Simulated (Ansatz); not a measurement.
**One shape, several levels: quartet CH4FSi**

Wanted: a comparison of 6 runs (UHF/6-311+G**, UB3LYP/6-31G*, UB2PLYP/6-311+G**, UBHLYP/6-311+G**, UPBE/6-311+G**, UCCSD(T)/6-311+G**) of quartet CH4FSi. 

The results are computed with Ansatz 0.2.0.

59 further runs of the same task are left out: 1 that didn't finish, 58 set aside as unsound or not needed.

### 1 The structure to begin with

The species is CH4FSi (7 atoms), meant as a quartet with charge 0. As SMILES of the parent species, `[CH2][SiH2]F`. The coordinates come from a PBE0-D4/def2-TZVP relaxation. This is one conformer, not always the lowest. That shape belongs to the parent species and isn't relaxed for this state.

Bond lengths: C1–Si2 1.828 Å, Si2–F3 1.601 Å, C1–H4 1.085 Å, C1–H5 1.086 Å, Si2–H6 1.486 Å, Si2–H7 1.486 Å. Angles: C1–Si2–F3 109.0°, C1–Si2–H6 111.6°, C1–Si2–H7 111.7°, F3–Si2–H6 107.8°, F3–Si2–H7 107.6°, Si2–C1–H4 122.6°, Si2–C1–H5 122.3°, H6–Si2–H7 109.0°, H4–C1–H5 115.1°.

### 2 The energy at UHF/6-311+G(d,p) (run 1)

run.yaml reads:

```yaml
crystal:
  periodic: [false, false, false]
  atoms:
    - {symbol: C, position_ang: [-0.871900, 0.281100, -0.615800]}
    - {symbol: Si, position_ang: [0.588600, -0.157300, 0.392500]}
    - {symbol: F, position_ang: [0.652600, -1.749500, 0.550500]}
    - {symbol: H, position_ang: [-1.536000, -0.466000, -1.038500]}
    - {symbol: H, position_ang: [-1.136000, 1.310700, -0.837900]}
    - {symbol: H, position_ang: [0.509900, 0.430600, 1.755300]}
    - {symbol: H, position_ang: [1.854000, 0.282500, -0.251700]}
basis:
  gaussian:
    orbitals: 6-311+G_st__st_-spherical.json
magnetization:
  spin_polarized: true
  initial_magnetization: 3
hamiltonian:
  xc: hf
accuracy: high
output: {orbitals: {seedname: orbitals}}
```

The basis set 6-311+G** is read from a file made from the Basis Set Exchange's data (not shown).

On the command line:

```sh
$ ansatz run run.yaml --threads 1 --pin off --max-ram 3480MiB --events-out events.jsonl --progress --plain --runs-dir runs
```

Standard output:

```text
Warning: RAYON_NUM_THREADS=1 ignored (pool sized by the plan → 1); use --threads N
Functional definition: HF
  name "HF"
  exchange = exact_x
  correlation = 0
1833 factors; integrals over basis functions are off by at most 4.3e-9 eV
mean field evaluation 1: about -11652.3559 eV, gradient 2.2e1 eV
mean field evaluation 2: about -11652.3627 eV, gradient 2.2e1 eV
mean field evaluation 4: about -11655.0993 eV, gradient 3.9e0 eV
mean field evaluation 8: about -11655.3910 eV, gradient 2.0e-1 eV
mean field evaluation 16: about -11655.3963 eV, gradient 5.1e-2 eV
mean field evaluation 32: about -11655.2587 eV, gradient 2.1e0 eV
mean field evaluation 64: about -11655.4275 eV, gradient 3.2e-3 eV
mean field evaluation 96: about -11655.2144 eV, gradient 7.6e-1 eV
mean field evaluation 128: about -11654.9530 eV, gradient 4.9e-1 eV
mean field evaluation 160: about -11655.2361 eV, gradient 2.5e-1 eV
mean field evaluation 192: about -11653.8660 eV, gradient 4.1e0 eV
mean field evaluation 224: about -11654.6466 eV, gradient 9.6e-1 eV
mean field evaluation 256: about -11655.2565 eV, gradient 1.8e0 eV
mean field -11655.42888205 eV, -428.3291110821 hartree, gradient 2.2e-8 eV, S^2 3.767471; 3 other end points of the search recorded, 0 dependent functions left out
reference -11655.42888205 eV, -428.3291110821 hartree; 18, 15 occupied and 80, 83 virtual orbitals, 1833 factors
Total energy: -11655.42888205 eV, -428.3291110821 hartree
```

Run time: 12 s. Hardware: 1 thread of Arm Neoverse V2, shared host; peak memory 0.3 GiB.

### 3 The energy at UB3LYP/6-31G(d) (Cartesian functions) (run 2)

input.yaml reads:

```yaml
crystal:
  periodic: [false, false, false]
  atoms:
    - {symbol: C, position_ang: [-0.871900, 0.281100, -0.615800]}
    - {symbol: Si, position_ang: [0.588600, -0.157300, 0.392500]}
    - {symbol: F, position_ang: [0.652600, -1.749500, 0.550500]}
    - {symbol: H, position_ang: [-1.536000, -0.466000, -1.038500]}
    - {symbol: H, position_ang: [-1.136000, 1.310700, -0.837900]}
    - {symbol: H, position_ang: [0.509900, 0.430600, 1.755300]}
    - {symbol: H, position_ang: [1.854000, 0.282500, -0.251700]}
basis:
  gaussian:
    orbitals: "6-31G*"
magnetization:
  spin_polarized: true
  initial_magnetization: 3
hamiltonian:
  xc: {name: B3LYP}
accuracy: high
output: {orbitals: {seedname: orbitals}}
```

On the command line:

```sh
$ ansatz run input.yaml --threads 1 --pin off --max-ram 3480MiB --events-out events.jsonl --progress --plain --runs-dir runs
```

Standard output:

```text
Warning: RAYON_NUM_THREADS=1 ignored (pool sized by the plan → 1); use --threads N
Functional definition: B3LYP
  name "B3LYP"
  parameter a0 = 0.2
  parameter ax = 0.72
  parameter ac = 0.81
  exchange = (1 - a0 - ax)*slater_x + ax*b88_x + a0*exact_x
  correlation = (1 - ac)*vwn_rpa_c + ac*lyp_c
1240 factors; integrals over basis functions are off by at most 3.5e-9 eV
mean field evaluation 1: about -11684.8441 eV, gradient 2.8e1 eV
mean field evaluation 2: about -11678.1640 eV, gradient 4.4e1 eV
mean field evaluation 4: about -11688.3376 eV, gradient 1.5e0 eV
mean field evaluation 8: about -11688.4968 eV, gradient 6.4e-1 eV
mean field evaluation 16: about -11688.4991 eV, gradient 6.4e-3 eV
mean field evaluation 32: about -11688.5068 eV, gradient 4.3e-8 eV
mean field evaluation 64: about -11688.5065 eV, gradient 1.1e-7 eV
mean field -11688.50684431 eV, -429.5447037740 hartree, gradient 2.2e-8 eV, S^2 3.756307; 5 other end points of the search recorded, 0 dependent functions left out
reference -11688.50688183 eV, -429.5447051527 hartree; 18, 15 occupied and 39, 42 virtual orbitals, 1240 factors
Total energy: -11688.50688183 eV, -429.5447051527 hartree
```

It took 23 s on 1 thread of Arm Neoverse V2, shared host; peak memory 0.22 GiB.

Runs 3 to 5 aren't shown in full; the table further down has their settings and results.

### 4 The energy at UCCSD(T)/6-311+G(d,p) (run 6)

input.yaml, as its differences from that of step 3:

```diff
@@ -12,3 +12,3 @@
   gaussian:
-    orbitals: "6-31G*"
+    orbitals: 6-311+G_st__st_-spherical.json
 magnetization:
@@ -16,5 +16,7 @@
   initial_magnetization: 3
-hamiltonian:
-  xc: {name: B3LYP}
+correlation:
+  method: ccsd_t
+  frozen_orbitals: {C: 1, F: 1, H: 0, Si: 5}
 accuracy: high
-output: {orbitals: {seedname: orbitals}}
+scf:
+  omitted_lower_state_checks: [cluster_reference, increment]
```

The basis set 6-311+G** is read from a file made from the Basis Set Exchange's data (not shown).

On the command line:

```sh
$ ansatz run input.yaml --threads 1 --pin off --max-ram 3480MiB --events-out events.jsonl --progress --plain --runs-dir runs
```

Standard output:

```text
Warning: RAYON_NUM_THREADS=1 ignored (pool sized by the plan → 1); use --threads N
[... 15 lines left out ...]
7 core orbitals not correlated: weight in the atoms' cores, before any rotation towards them, 1.000 or more for the frozen orbitals, at most 0.000 for the correlated occupied ones
[... 54 lines left out ...]
Total energy: -11668.48493640 eV, -428.8089122294 hartree
Checks for a lower state left out: cluster_reference, increment
```

Wall time 1.9 min (1 thread of Arm Neoverse V2, shared host); peak memory 1.3 GiB.

### 5 All runs side by side

| run | level | Cartesian functions | frozen core orbitals | energy (Eh) | HOMO energy (eV) | ⟨S²⟩ | wall time |
| --- | --- | --- | --- | --- | --- | --- | --- |
| 1 | UHF/6-311+G** | no | – | -428.329111 | -4.14 | 3.767 | 12 s |
| 2 | UB3LYP/6-31G* (Cartesian functions) | yes | – | -429.544705 | -1.58 | 3.756 | 23 s |
| 3 | UB2PLYP/6-311+G** | no | 7 | -429.358275 | -3.05 | 3.769 | 28 s |
| 4 | UBHLYP/6-311+G** | no | – | -429.534786 | -3.07 | 3.767 | 23 s |
| 5 | UPBE/6-311+G** | no | – | -429.316881 | -1.89 | 3.754 | 29 s |
| 6 | UCCSD(T)/6-311+G** | no | 7 | -428.808912 | – | 3.767 | 1.9 min |

### 6 Summary of results

| quantity | value |
| --- | --- |
| run 6: total energy | -428.80891 Eh |
| run 6: correlation energy (7 core orbitals frozen) | -479.8 mEh |
| run 6: (T) correction | -15.09 mEh |
| run 6: ⟨S²⟩ of the reference determinant | 3.767 |
| run 6: T1 diagnostic | 0.051 |

In words: Totals of different functionals can't be ranked against each other. All runs together took 3.8 min, the longest 1.9 min.
